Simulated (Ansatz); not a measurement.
Gas-phase reaction in SMILES: [BeH] (BeH) -> [BeH] (BeH) as singlet, charge +1 + e-
Structures are relaxed separately at B3LYP-D3(BJ)/def2-TZVP in Ansatz (a quantum-chemistry and plane-wave program).
Geometry of the first species:
```
Be
H 1 1.3474
```
Charge 0, spin multiplicity 2.

Property: adiabatic ionisation energy (electronic energy difference), in eV. Correlated levels leave the core frozen unless marked. Open shells are spin-unrestricted. No spin-orbit coupling. No relativistic terms. FCI takes restricted orbitals. Basis-set limits of correlation are two-point, X^-3; Hartree-Fock from the larger set.

```tsv
level	program	adiabatic ionisation energy (eV)	minus last row
HF/def2-QZVPPD	Ansatz	8.15	-0.14
BLYP/def2-TZVPD	Ansatz	8.34	0.05
r2SCAN/def2-TZVPD	Ansatz	8.41	0.12
B3LYP-D3(BJ)/def2-TZVPD	Ansatz + dftd3	8.48	0.19
HSE06-D4/def2-TZVPD	Ansatz + dftd4	8.43	0.14
LC-wPBE/def2-TZVPD	Ansatz	8.52	0.23
MP2/6-31G*	Ansatz	8.11	-0.18
MP2/def2-TZVPP	Ansatz	8.24	-0.05
MP2/def2-TZVPPD	Ansatz	8.24	-0.05
RI-MP2/def2-QZVPPD	Ansatz	8.25	-0.04
RI-MP2/CBS(def2-TZVPP,def2-QZVPP)	Ansatz	8.25	-0.04
CCSD/def2-SVP	Ansatz	8.21	-0.08
CCSD/def2-QZVPPD	Ansatz	8.27	-0.02
FCI/STO-3G	Ansatz	7.39	-0.90
CCSD(T)/CBS(def2-TZVPPD,def2-QZVPPD)	Ansatz	8.29	0.00
```
